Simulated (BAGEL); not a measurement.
# One shape, several levels: SCl2O2 (sulfuryl chloride)

We compute a comparison of 3 runs (HF/STO-3G, HF/pcseg-1, PBE0/def2-SVP) of SCl2O2 (sulfuryl chloride). 

The calculation is run with BAGEL 1.2.2.

**1. Starting point**

SCl2O2: 5 atoms, total charge 0, spin state singlet. As SMILES, `O=S(=O)(Cl)Cl`. Geometry: relaxed at PBE0-D4/def2-TZVP.

Bond lengths: O1–S2 1.415 Å, S2–O3 1.416 Å, S2–Cl4 2.013 Å, S2–Cl5 2.013 Å. Angles: O1–S2–O3 123.0°, O1–S2–Cl4 107.8°, O1–S2–Cl5 107.8°, O3–S2–Cl4 107.8°, O3–S2–Cl5 107.8°, Cl4–S2–Cl5 100.5°.

**2. A single-point energy at HF/STO-3G (run 1)**

input.json reads:

```json
{ "bagel" : [

{
  "title" : "molecule",
  "basis" : "sto-3g",
  "df_basis" : "qzvpp-jkfit",
  "angstrom" : false,
  "geometry" : [
    { "atom" : "O", "xyz" : [     1.63669180,     0.56748476,    -2.35573259 ] },
    { "atom" : "S", "xyz" : [    -0.12944624,     0.23961727,    -0.37378783 ] },
    { "atom" : "O", "xyz" : [    -2.61103459,     1.23531397,    -0.45542400 ] },
    { "atom" : "Cl", "xyz" : [    -0.39608660,    -3.48692265,     0.33996173 ] },
    { "atom" : "Cl", "xyz" : [     1.49987563,     1.44450665,     2.84517165 ] }
  ]
},

{
  "title" : "hf",
  "df" : false
},

{
  "title" : "print",
  "file" : "orbitals.molden",
  "orbitals" : true
}

]}
```

Started as:

```console
$ BAGEL_NUM_THREADS=1 BAGEL input.json > input.out
```

Log:

```text
* using 1 threads per process

  ===============================================================
  ===============================================================

  *** Geometry ***

  { "atom" : "O", "xyz" : [      1.636692,      0.567485,     -2.355733 ] },
  { "atom" : "S", "xyz" : [     -0.129446,      0.239617,     -0.373788 ] },
  { "atom" : "O", "xyz" : [     -2.611035,      1.235314,     -0.455424 ] },
  { "atom" : "Cl", "xyz" : [     -0.396087,     -3.486923,      0.339962 ] },
  { "atom" : "Cl", "xyz" : [      1.499876,      1.444507,      2.845172 ] },

  Number of auxiliary basis functions:      538

  Since a DF basis is specified, we compute 2- and 3-index integrals:
    o Being stored without compression. Storage requirement is 0.006 GB

  Number of basis functions:       37
  Number of electrons      :       66

    * METHOD: MOLECULE                             0.21

  *** RHF ***

  === Nuclear Repulsion ===
   404.8661418879

      * DIIS with orbital gradients will be used.

  === RHF iteration (sto-3g) ===
      0      -1449.40112918          0.02407567           0.09
      1      -1449.57992539          0.00858924           0.09
      2      -1449.61435773          0.00263773           0.09
[... 11 lines of this table left out ...]
     14      -1449.61783915          0.00000001           0.07
    * SCF iteration converged.

    * Permanent dipole moment:
           (    0.048766,    -0.090336,     0.141261) a.u.

    * METHOD: HF                                   1.34

    * METHOD: PRINT                                0.01

  ===============================================================
```

Wall time 2 s (1 thread of AMD EPYC 7R43 (Zen 3), shared host); peak memory 0.27 GiB.

**3. The energy at HF/pcseg-1 (run 2)**

calc.json reads:

```json
{ "bagel" : [

{
  "title" : "molecule",
  "basis" : "pcseg-1.json",
  "df_basis" : "qzvpp-jkfit",
  "angstrom" : false,
  "geometry" : [
    { "atom" : "O", "xyz" : [     1.63669180,     0.56748476,    -2.35573259 ] },
    { "atom" : "S", "xyz" : [    -0.12944624,     0.23961727,    -0.37378783 ] },
    { "atom" : "O", "xyz" : [    -2.61103459,     1.23531397,    -0.45542400 ] },
    { "atom" : "Cl", "xyz" : [    -0.39608660,    -3.48692265,     0.33996173 ] },
    { "atom" : "Cl", "xyz" : [     1.49987563,     1.44450665,     2.84517165 ] }
  ]
},

{ "title" : "hf", "df" : false },

{ "title" : "print", "file" : "orbitals.molden", "orbitals" : true }

]}
```

The basis set pcseg-1 is read from a file made from the Basis Set Exchange's data (not shown).

Started as:

```console
$ BAGEL_NUM_THREADS=1 BAGEL calc.json > calc.out
```

Log:

```text
* using 1 threads per process

  ===============================================================
  ===============================================================

  *** Geometry ***

  { "atom" : "O", "xyz" : [      1.636692,      0.567485,     -2.355733 ] },
  { "atom" : "S", "xyz" : [     -0.129446,      0.239617,     -0.373788 ] },
  { "atom" : "O", "xyz" : [     -2.611035,      1.235314,     -0.455424 ] },
  { "atom" : "Cl", "xyz" : [     -0.396087,     -3.486923,      0.339962 ] },
  { "atom" : "Cl", "xyz" : [      1.499876,      1.444507,      2.845172 ] },

  Number of auxiliary basis functions:      538

  Since a DF basis is specified, we compute 2- and 3-index integrals:
    o Being stored without compression. Storage requirement is 0.029 GB

  Number of basis functions:       82
  Number of electrons      :       66

    * METHOD: MOLECULE                             0.29

  *** RHF ***

  === Nuclear Repulsion ===
   404.8661418879

      * DIIS with orbital gradients will be used.

  === RHF iteration (pcseg-1.json) ===
      0      -1456.07055065          0.04553248           0.73
      1      -1461.43613205          0.08038990           0.73
      2      -1465.62374892          0.01531233           0.69
[... 14 lines of this table left out ...]
     17      -1465.99082413          0.00000001           0.56
    * SCF iteration converged.

    * Permanent dipole moment:
           (   -0.243603,     0.450433,    -0.701869) a.u.

    * METHOD: HF                                  12.03

    * METHOD: PRINT                                0.02

  ===============================================================
```

It took 13 s on 1 thread of AMD EPYC 7R43 (Zen 3), shared host; peak memory 0.27 GiB.

**4. The energy at PBE0/def2-SVP (density fitting with qzvpp-jkfit) (run 3)**

input.json reads:

```json
{ "bagel" : [

{
  "title" : "molecule",
  "basis" : "svp",
  "df_basis" : "qzvpp-jkfit",
  "angstrom" : "false",
  "geometry" : [
    { "atom" : "O", "xyz" : [  1.63669180,  0.56748476, -2.35573259 ] },
    { "atom" : "S", "xyz" : [ -0.12944624,  0.23961727, -0.37378783 ] },
    { "atom" : "O", "xyz" : [ -2.61103459,  1.23531397, -0.45542400 ] },
    { "atom" : "Cl", "xyz" : [ -0.39608660, -3.48692265,  0.33996173 ] },
    { "atom" : "Cl", "xyz" : [  1.49987563,  1.44450665,  2.84517165 ] }
  ]
},
{ "title" : "ks", "xc_func" : "pbe0" },
{ "title" : "print", "file" : "orbitals.molden", "orbitals" : "true" }

]}
```

Started as:

```console
$ BAGEL_NUM_THREADS=1 BAGEL input.json > input.out
```

Log:

```text
* using 1 threads per process

  ===============================================================
  ===============================================================

  *** Geometry ***

  { "atom" : "O", "xyz" : [      1.636692,      0.567485,     -2.355733 ] },
  { "atom" : "S", "xyz" : [     -0.129446,      0.239617,     -0.373788 ] },
  { "atom" : "O", "xyz" : [     -2.611035,      1.235314,     -0.455424 ] },
  { "atom" : "Cl", "xyz" : [     -0.396087,     -3.486923,      0.339962 ] },
  { "atom" : "Cl", "xyz" : [      1.499876,      1.444507,      2.845172 ] },

  Number of auxiliary basis functions:      538

  Since a DF basis is specified, we compute 2- and 3-index integrals:
    o Being stored without compression. Storage requirement is 0.029 GB

  Number of basis functions:       82
  Number of electrons      :       66

    * METHOD: MOLECULE                             0.27

  *** Kohn-Sham DFT ***

    * Removing 10027 points whose weight is below 1.00e-10
    * Grid points: 64503

  === Nuclear Repulsion ===
   404.8661418879

       - DIIS with orbital gradients will be used.

  === KS iteration (pbe0 / svp) ===
      0      -1418.43801191          0.15313879           0.38
      1      -1439.98544636          0.17694282           0.40
      2      -1430.19923846          0.16250535           0.34
[... 15 lines of this table left out ...]
     18      -1467.82708291          0.00000001           0.33
    * SCF iteration converged.

    * Permanent dipole moment:
           (   -0.179428,     0.331781,    -0.516933) a.u.

    * METHOD: KS                                   6.85

    * METHOD: PRINT                                0.02

  ===============================================================
```

It took 7.8 s on 1 thread of AMD EPYC 7R43 (Zen 3), shared host; peak memory 0.31 GiB.

**5. All runs side by side**

```tsv
run	level	integral approximation	energy (Eh)	dipole moment (D)	HOMO energy (eV)	LUMO energy (eV)	wall time
1	HF/STO-3G	none	-1449.617839	0.44	-10.73	2.99	2 s
2	HF/pcseg-1	none	-1465.990824	2.21	-13.85	0.69	13 s
3	PBE0/def2-SVP (density fitting with qzvpp-jkfit)	qzvpp-jkfit	-1467.827083	1.63	-9.76	-2.82	7.8 s
```

**6. Summary of results**

| quantity | value |
| --- | --- |
| run 3: total energy | -1467.82708 Eh |
| run 3: dipole moment | 1.63 D |
| run 3: HOMO energy | -9.76 eV |
| run 3: LUMO energy | -2.82 eV |
| run 3: HOMO–LUMO gap | 6.94 eV |

What this shows: The dipole moment (its size) runs from 0.44 D (HF/STO-3G) to 2.21 D (HF/pcseg-1). The two dipoles point in opposite directions. The HOMO–LUMO gap runs from 6.94 eV (PBE0/def2-SVP) to 14.54 eV (HF/pcseg-1). The two ends differ in method and basis. In run 1 the basis is minimal, so the values are rough. All runs together took 23 s, the longest 13 s.
